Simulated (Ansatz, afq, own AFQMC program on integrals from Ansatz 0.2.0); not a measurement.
Where AFQMC and coupled cluster stand for Mg2⁺, doublet

```tsv
atom	x (Å)	y (Å)	z (Å)
Mg	0.0000	0.0000	0.0000
Mg	0.0000	0.0000	2.7658
```

Basis cc-pVDZ. Noble-gas cores (and the filled d shells of Ga–Kr and In–Xe) are frozen. Integrals, coupled cluster, full CI and functionals: Ansatz 0.2.0; the random walks run on the same integrals in our own AFQMC program. The CISD trial takes its coefficients from CCSD amplitudes. Released means that phaseless walkers are propagated on without the constraint, phases kept. ± is one standard error of the sampling.

Determinant: UHF, the one that the program's search chose, which needn't be the lowest solution. The geometry is a PBE0/def2-TZVP stationary point of this or a neighbouring charge and spin state.

Full CI on the same integrals is exact in this basis and with this determinant's frozen core.

Cautions: strong correlation (T1 0.056, weight of the determinant 0.91, largest double 0.13); unrestricted determinant spin contaminated (⟨S²⟩ 0.89 against 0.75).

```
T1 diagnostic                               : 0.0564
weight of the determinant in the CISD state : 0.908
⟨S²⟩ of the determinant                     : 0.889
size of the correlated space                : 3 electrons in 26 orbitals
```

Reference: full CI, correlation energy -1.027 eV. The released energy is read at 2.40 1/Eh (meV from the phaseless value at times in 1/Eh: 1.2 ± 1.0 at 0.24, 1.1 ± 0.9 at 0.51, 0.1 ± 0.8 at 0.99, 0.5 ± 1.1 at 1.62, -0.4 ± 1.0 at 2.40).

```tsv
level	E − E(reference) (kJ/mol)	share of correlation (%)
HF	99.1	0.00
MP2	41.5	58.07
CCSD	2.4	97.61
CCSD(T)	0.9	99.09
ph-AFQMC/HF	1.0 ± 1.2	98.96
ph-AFQMC/CISD	0.1 ± 0.08	99.85
released AFQMC	0.1 ± 0.1	99.88
```

A walk keeps the symmetry of its determinant, which the program's search chose and which needn't be the lowest solution, so a lower state of the same spin and another symmetry isn't excluded. Released energies are given only where the last usable release times agree within the noise; a slower fall can still hide under it.
